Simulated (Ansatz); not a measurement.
A run of Ansatz (development build ahead of 0.2.0) on singlet C₄H₅N at this shape:

```yaml
atoms:
  - { symbol: N, position_ang: [1.2201, 0.0119, 0.0306] }
  - { symbol: C, position_ang: [0.3452, 1.0838, -0.0209] }
  - { symbol: C, position_ang: [-0.9177, 0.6646, 0.0077] }
  - { symbol: C, position_ang: [-0.9372, -0.6804, -0.0437] }
  - { symbol: C, position_ang: [0.3509, -1.1269, 0.0478] }
  - { symbol: H, position_ang: [2.2273, 0.0360, -0.0176] }
  - { symbol: H, position_ang: [0.7050, 2.2027, 0.0277] }
  - { symbol: H, position_ang: [-1.8086, 1.3112, 0.0318] }
  - { symbol: H, position_ang: [-1.8483, -1.3300, -0.0487] }
  - { symbol: H, position_ang: [0.7256, -2.1909, -0.0327] }
```

Its results:

| Item | Value |
| --- | --- |
| Converged | yes |
| Reference energy | -208.80315 hartree |
| Correlation energy | -0.69879 hartree |
| Total energy | -209.50194 hartree |
| Spin squared of the determinant | 0.000 |

Problem. Which input gives this output? Name the method, the orbitals and the basis set, and write the input.

Solution. RHF-MP2 in cc-pVDZ. An unrestricted run that stays on the closed shell gives the same numbers.

```yaml
crystal:
  periodic: [false, false, false]
  atoms:
    - { symbol: "N", position_ang: [1.2201, 0.01188, 0.03063] }
    - { symbol: C, position_ang: [0.34524, 1.08381, -0.02089] }
    - { symbol: C, position_ang: [-0.91766, 0.66459, 0.00773] }
    - { symbol: C, position_ang: [-0.93718, -0.68043, -0.04371] }
    - { symbol: C, position_ang: [0.35095, -1.12687, 0.04782] }
    - { symbol: H, position_ang: [2.22727, 0.03604, -0.01759] }
    - { symbol: H, position_ang: [0.70502, 2.20273, 0.02767] }
    - { symbol: H, position_ang: [-1.80856, 1.31124, 0.0318] }
    - { symbol: H, position_ang: [-1.8483, -1.33005, -0.04869] }
    - { symbol: H, position_ang: [0.72558, -2.19092, -0.03271] }
basis:
  gaussian: { orbitals: cc-pVDZ }
hamiltonian:
  xc: hf
correlation:
  method: mp2
  frozen_orbitals: { C: 1, H: 0, "N": 1 }
```
